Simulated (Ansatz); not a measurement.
# ClH5OSi: the cost of one run

All numbers below are computed with Ansatz 0.2.0 (RKS revPBE/def2-SVP).

### 1 The starting structure

Bond lengths: Si1–O2 2.030 Å, O2–H3 1.010 Å, Si1–H4 1.460 Å, Si1–H5 1.459 Å, Si1–H6 1.459 Å, Si1–Cl7 2.430 Å, Cl7–H8 1.545 Å. Angles: Si1–O2–H3 109.5°, O2–Si1–H4 109.5°, O2–Si1–H5 109.5°, O2–Si1–H6 109.5°, O2–Si1–Cl7 71.6°, H4–Si1–H5 109.5°, H4–Si1–H6 109.5°, H4–Si1–Cl7 67.2°, H5–Si1–H6 109.5°, H5–Si1–Cl7 176.6°, H6–Si1–Cl7 72.8°, Si1–Cl7–H8 64.0°.

Coordinates:

```xyz
8

Si    0.0000    0.0000    0.0000
O     0.0000    0.0000    2.0300
H    -0.9095   -0.2814    2.3671
H     1.3768    0.0000   -0.4862
H    -0.6877    1.1914   -0.4862
H    -0.6877   -1.1914   -0.4862
Cl    1.2683   -1.9259    0.7662
H     0.6739   -1.0233    1.8701
```

### 2 Pulling towards end A

Springs on the bonds that form and break draw the guess towards this end; the thresholds are loose.

input.yaml reads:

```yaml
crystal:
  periodic: [false, false, false]
  atoms:
    - { symbol: Si, position_ang: [0.0, 0.0, 0.0] }
    - { symbol: O, position_ang: [0.0, 0.0, 2.03] }
    - { symbol: H, position_ang: [-0.9095, -0.2814, 2.3671] }
    - { symbol: H, position_ang: [1.3768, 0.0, -0.4862] }
    - { symbol: H, position_ang: [-0.6877, 1.1914, -0.4862] }
    - { symbol: H, position_ang: [-0.6877, -1.1914, -0.4862] }
    - { symbol: Cl, position_ang: [1.2683, -1.9259, 0.7662] }
    - { symbol: H, position_ang: [0.6739, -1.0233, 1.8701] }
basis:
  gaussian: { orbitals: def2-SVP }
hamiltonian:
  xc: revpbe
relax:
  f_tol: 0.15
  max_steps: 25
  restrain:
    - { distance: [0, 6], at: 3.33, k: 30.0 }
    - { distance: [7, 1], at: 2.21, k: 30.0 }
    - { distance: [0, 1], at: 1.68, k: 30.0 }
    - { distance: [7, 6], at: 1.37, k: 30.0 }
```

Started as:

```bash
ansatz run input.yaml --threads 2 --pin off --max-ram 3072MiB --backend cpu --events-out ev --progress --plain --runs-dir out
```

**Question.** How long does this run take on 2 threads of Intel Xeon Platinum 8259CL at 2.50GHz (Skylake/Cascade Lake), shared host, and how much memory does it need?

About 21 s, with a peak of 0.16 GiB.
